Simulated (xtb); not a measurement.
xtb input (GFN2-xTB):

```bash
xtb mol.xyz --gfn 2 --ohess tight --chrg -1 --uhf 0
```
mol.xyz:
```
13

C     -0.00168780     0.01871787     0.51848423
C      0.02982268     1.45711822     0.01558905
H      0.03774240     1.47958533    -1.00765820
H     -0.86840995     2.01135670     0.42124864
H      0.90186959     1.99455596     0.37389489
C      1.25805837    -0.74834956     0.05495056
H      1.27530308    -0.77358931    -1.05627415
H      2.13263182    -0.22938646     0.38434745
H      1.31048902    -1.73039919     0.41315941
C     -1.22768046    -0.70748780     0.02473133
H     -1.29037746    -0.78382304    -1.05620928
H     -1.23902978    -1.77583315     0.43906320
H     -2.13944690    -0.21376431     0.43784161
```

Output:

```
           -------------------------------------------------
          |                Calculation Setup                |
           -------------------------------------------------

           -------------------------------------------------
          |                 G F N 2 - x T B                 |
           -------------------------------------------------

        Reference                      10.1021/acs.jctc.8b01176
      * Hamiltonian:
        H0-scaling (s, p, d)           1.850000    2.230000    2.230000
        zeta-weighting                 0.500000
      * Dispersion:
        s8                             2.700000
        a1                             0.520000
        a2                             5.000000
        s9                             5.000000
      * Repulsion:
        kExp                           1.500000    1.000000
        rExp                           1.000000
      * Coulomb:
        alpha                          2.000000
        third order                    shell-resolved
        anisotropic                    true
        a3                             3.000000
        a5                             4.000000
        cn-shift                       1.200000
        cn-exp                         4.000000
        max-rad                        5.000000

          ...................................................
          :                      SETUP                      :
          :.................................................:
          :  # basis functions                  25          :
          :  # atomic orbitals                  25          :
          :  # shells                           17          :
          :  # electrons                        26          :
          :  max. iterations                   250          :
          :  Hamiltonian                  GFN2-xTB          :
          :  restarted?                      false          :
          :  GBSA solvation                  false          :
          :  PC potential                    false          :
          :  electronic temp.          300.0000000     K    :
          :  accuracy                    1.0000000          :
          :  -> integral cutoff          0.2500000E+02      :
          :  -> integral neglect         0.1000000E-07      :
          :  -> SCF convergence          0.1000000E-05 Eh   :
          :  -> wf. convergence          0.1000000E-03 e    :
          :  Broyden damping             0.4000000          :
          :  net charge                         -1          :
          :  unpaired electrons                  0          :
          ...................................................

 iter      E             dE          RMSdq      gap      omega  full diag
   1    -13.3356062 -0.133356E+02  0.384E+00    9.89       0.0  T
   2    -13.4226688 -0.870626E-01  0.175E+00    8.54       1.0  T
   3    -13.4248528 -0.218395E-02  0.939E-01    8.90       1.0  T
   4    -13.4249741 -0.121394E-03  0.161E-01    8.87       1.0  T
   5    -13.4249967 -0.225656E-04  0.495E-02    8.86       1.0  T
   6    -13.4249968 -0.848464E-07  0.615E-03    8.87       4.5  T
[...]
     6   6 C        9   1 H                                       1.0973782
    10   6 C       11   1 H                                       1.1217831
    10   6 C       12   1 H                                       1.0972929 (min)
    10   6 C       13   1 H                                       1.0973215

 * 1 distinct bonds (by element types)

   Z      Z             #   av. dist./Å        max./Å        min./Å
   1 H    6 C           9     1.1054977     1.1218707     1.0972929

           -------------------------------------------------
          |               Frequency Printout                |
           -------------------------------------------------
 projected vibrational frequencies (cm⁻¹)
eigval :       -0.00    -0.00    -0.00     0.00     0.00     0.00
eigval :      237.83   246.51   246.97   369.34   369.65   392.76
eigval :      770.69   921.62   942.44   942.76   974.08   974.12
eigval :     1127.41  1157.57  1157.66  1379.89  1379.94  1416.98
eigval :     1525.91  1525.98  1534.06  1534.11  1535.05  1544.09
eigval :     2506.73  2507.29  2566.95  2872.45  2890.60  2890.94
eigval :     2899.96  2900.36  2917.17
 reduced masses (amu)
   1:  8.63   2:  8.33   3:  9.81   4:  9.97   5:  8.94   6:  9.61   7:  1.12   8:  1.58
   9:  1.58  10:  7.22  11:  7.22  12:  6.93  13: 10.02  14:  2.86  15:  7.18  16:  7.17
  17:  3.35  18:  3.35  19:  6.49  20:  8.54  21:  8.54  22:  2.68  23:  2.68  24:  2.80
  25:  1.74  26:  1.74  27:  1.59  28:  1.59  29:  1.69  30:  1.60  31:  1.66  32:  1.66
  33:  1.59  34:  1.94  35:  1.86  36:  1.86  37:  1.42  38:  1.42  39:  1.39
 IR intensities (km·mol⁻¹)
   1:  6.42   2:  1.55   3: 12.78   4: 16.93   5:  5.06   6: 11.84   7:  0.00   8:  0.73
   9:  0.73  10:  1.87  11:  1.92  12: 18.44  13: 43.25  14:  0.00  15:  0.52  16:  0.51
  17:  7.58  18:  7.47  19: 18.04  20:  5.38  21:  5.41  22: 80.98  23: 81.18  24: 13.72
  25:  1.19  26:  1.35  27: 17.17  28: 17.03  29:  0.02  30: 24.79  31: 85.58  32: 85.18
  33:******  34:  0.08  35:227.57  36:223.65  37:333.45  38:329.71  39: 61.79
 Raman intensities (Ä⁴*amu⁻¹)
   1:  0.00   2:  0.00   3:  0.00   4:  0.00   5:  0.00   6:  0.00   7:  0.00   8:  0.00
   9:  0.00  10:  0.00  11:  0.00  12:  0.00  13:  0.00  14:  0.00  15:  0.00  16:  0.00
  17:  0.00  18:  0.00  19:  0.00  20:  0.00  21:  0.00  22:  0.00  23:  0.00  24:  0.00
  25:  0.00  26:  0.00  27:  0.00  28:  0.00  29:  0.00  30:  0.00  31:  0.00  32:  0.00
  33:  0.00  34:  0.00  35:  0.00  36:  0.00  37:  0.00  38:  0.00  39:  0.00
 output can be read by thermo (or use thermo option).
 writing <g98.out> molden fake output.
 recommended (thermochemical) frequency scaling factor: 1.0
Molecule has the following symmetry elements: (C3) 3*(sigma)
It seems to be the C3v point group
           -------------------------------------------------
          |             Thermodynamic Functions             |
           -------------------------------------------------

c3v symmetry found (for desy threshold:  0.10E+00) used in thermo

          ...................................................
          :                      SETUP                      :
          :.................................................:
          :  # frequencies                          33      :
          :  # imaginary freq.                       0      :
          :  linear?                             false      :
          :  only rotor calc.                    false      :
          :  symmetry                              c3v      :
          :  rotational number                       3      :
          :  scaling factor                  1.0000000      :
          :  rotor cutoff                   50.0000000 cm⁻¹ :
          :  imag. cutoff                  -20.0000000 cm⁻¹ :
          :.................................................:

    mode    ω/cm⁻¹     T·S(HO)/kcal·mol⁻¹    T·S(FR)/kcal·mol⁻¹   T·S(vib)
   ------------------------------------------------------------------------
       1    237.83    -0.54235 ( 99.81%)    -0.59428 (  0.19%)    -0.54245
       2    246.51    -0.52336 ( 99.83%)    -0.58366 (  0.17%)    -0.52346
       3    246.97    -0.52238 ( 99.83%)    -0.58311 (  0.17%)    -0.52248
   ------------------------------------------------------------------------

   temp. (K)  partition function   enthalpy   heat capacity  entropy
                                   cal/mol     cal/K/mol   cal/K/mol   J/K/mol
 298.15  VIB   5.66                 1822.508     14.202      9.557
         ROT  0.163E+05              888.752      2.981     22.259
         INT  0.924E+05             2711.260     17.183     31.817
         TR   0.418E+27             1481.254      4.968     38.031
         TOT                        4192.5142    22.1513    69.8478   292.2432

       T/K    H(0)-H(T)+PV         H(T)/Eh          T*S/Eh         G(T)/Eh
   ------------------------------------------------------------------------
    298.15    0.668120E-02    0.118676E+00    0.331869E-01    0.854887E-01
   ------------------------------------------------------------------------

         :::::::::::::::::::::::::::::::::::::::::::::::::::::
         ::                  THERMODYNAMIC                  ::
         :::::::::::::::::::::::::::::::::::::::::::::::::::::
         :: total free energy         -13.154969918234 Eh   ::
         ::.................................................::
         :: total energy              -13.240458646088 Eh   ::
         :: zero point energy           0.111994472553 Eh   ::
         :: G(RRHO) w/o ZPVE           -0.026505744699 Eh   ::
         :: G(RRHO) contrib.            0.085488727854 Eh   ::
         :::::::::::::::::::::::::::::::::::::::::::::::::::::

optimized geometry written to: xtbopt.xyz

           -------------------------------------------------
          | TOTAL ENERGY              -13.240458646088 Eh   |
          | TOTAL ENTHALPY            -13.121782976874 Eh   |
          | TOTAL FREE ENERGY         -13.154969918234 Eh   |
          | GRADIENT NORM               0.000110219096 Eh/α |
          | HOMO-LUMO GAP               9.976914790797 eV   |
           -------------------------------------------------

------------------------------------------------------------------------
------------------------------------------------------------------------
 total:
 SCF:
 ANC optimizer:
 analytical hessian:
Note: The following floating-point exceptions are signalling: IEEE_UNDERFLOW_FLAG IEEE_DENORMAL
normal termination of xtb
```

It need not be the lowest isomer of its formula. Whether it binds its extra electron was not tested at this geometry.
